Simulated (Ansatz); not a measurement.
Process, species as SMILES: [CH]=C=O → O=C=[CH-] (an electron is taken up)
B3LYP-D3(BJ)/def2-TZVP geometries, fixed; electronic energies without zero-point terms; positive where energy is released.
Largest species:
```xyz
4

C      0.2424    -0.1985    -1.2225
C     -0.0383    -0.0128     0.0205
H     -0.2306    -0.6396    -2.0763
O     -0.1243     0.2384     1.1610
```
Charge 0, spin multiplicity 2.

Basis-set convergence of the adiabatic electron affinity at B3LYP with Ansatz (an electronic-structure program). Cartesian d functions, on some or all atoms, in 6-31G**; all else is spherical. The program fits the integrals of some runs and decomposes those of others, by size. Open shells are unrestricted. No added dispersion term, no relativity. Functions are those of the species that has most. Reference: the value in aug-pcseg-3, 2.275 eV, itself unsure by roughly 0.016 eV (its mean distance from aug-cc-pVQZ, def2-QZVPPD). Deviations are taken from unrounded values.

```
basis              functions  adiabatic electron affinity (eV)  minus reference (eV)
-----------------  ---------  --------------------------------  --------------------
STO-3G                    16                            -2.166                -4.441
cc-pVDZ                   47                             1.610                -0.665
6-31G**                   50                             1.466                -0.808
def2-SVPD                 71                             2.209                -0.066
6-311+G**                 72                             2.306                 0.032
def2-TZVPPD              131                             2.218                -0.056
6-311++G(3df,3pd)        135                             2.276                 0.002
def2-QZVPP               201                             2.224                -0.051
pcseg-4                  364                             2.271                -0.004
```

The smallest set listed that lies within 0.1 eV of the reference with all its larger relatives (same family, alike in diffuse functions; a set with none counts only in the reference's own line) is def2-SVPD (71 functions, -0.066 eV off). Inside, with no larger relative to test it: def2-QZVPP, pcseg-4. (Relatives not listed, tested too: 6-311++G(2d,2p) 0.016, def2-TZVPD -0.055, def2-QZVPPD -0.030 eV.)
